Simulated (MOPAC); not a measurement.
MOPAC input (PM7):

```
PM7 PRECISE GNORM=0.05 LET XYZ UHF MS=0.5 GEO-OK AUX(PRECISION=9) THREADS=1
C3H5O

O    -0.30458721 1    0.19762960 1    1.31889288 1
C    -0.03243289 1    0.06952811 1    0.12404499 1
C     0.06384060 1    1.22182198 1   -0.72543176 1
C     0.20799554 1   -1.29522990 1   -0.48804874 1
H     0.10765842 1   -2.06113252 1    0.27710537 1
H    -0.10669852 1    2.19920992 1   -0.29602167 1
H     0.30111069 1    1.13922735 1   -1.77801202 1
H     1.20692602 1   -1.34813023 1   -0.92741048 1
H    -0.50871857 1   -1.48693247 1   -1.29019125 1
```

**Question.** What heat of formation does the run end on?

**Answer.** -17.16 kcal/mol.
